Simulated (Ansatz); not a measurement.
Geometry optimisation, RKS CAM-B3LYP/def2-SVP in Ansatz 0.2.0.

Input:

```yaml
crystal:
  periodic: [false, false, false]
  atoms:
    - { symbol: Si, position_ang: [0.394541, -0.22094, -0.483548] }
    - { symbol: "N", position_ang: [-0.231324, -0.216508, 2.468636] }
    - { symbol: H, position_ang: [-0.96339, -0.69456, 2.994918] }
    - { symbol: H, position_ang: [0.122413, 0.530009, 3.068757] }
    - { symbol: H, position_ang: [0.892958, -0.358558, -1.883854] }
    - { symbol: H, position_ang: [0.442618, 1.211425, -0.108185] }
    - { symbol: H, position_ang: [-0.967303, -0.801315, -0.409753] }
    - { symbol: F, position_ang: [1.422265, -1.082052, 0.413638] }
    - { symbol: H, position_ang: [0.548221, -0.8877, 2.338689] }
basis:
  gaussian: { orbitals: def2-SVP }
hamiltonian:
  xc: cam_b3lyp
relax:
  f_tol: 0.03
  max_steps: 50
```

Launched with:

```bash
$ ansatz run input.yaml --threads 2 --pin off --max-ram 3072MiB --backend cpu --events-out ev --progress --plain --runs-dir out
```

Question: Where does it end, and by what steps?

Answer: The run converged. After 7 steps the energy has fallen by 0.029 eV; H3 moved furthest, 0.22 Å.

```csv
step,energy less start (eV),largest force component (eV/Å),accepted
0,0.0000,0.565,yes
1,-0.0133,0.549,yes
2,-0.0171,0.447,yes
3,-0.0243,0.354,yes
4,-0.0264,0.102,yes
5,-0.0267,0.107,yes
6,-0.0289,0.036,yes
7,-0.0293,0.012,yes
```

```xyz
9
Properties=species:S:1:pos:R:3
Si 0.383 -0.224 -0.415
N -0.160 -0.244 2.385
H -1.007 -0.647 2.784
H 0.079 0.571 2.949
H 0.792 -0.310 -1.849
H 0.455 1.199 -0.018
H -0.970 -0.814 -0.305
F 1.499 -1.127 0.361
H 0.590 -0.924 2.508
```

The run took 10 s on 2 threads of Arm Neoverse V2, with other jobs on the host, peak memory 0.15 GiB.
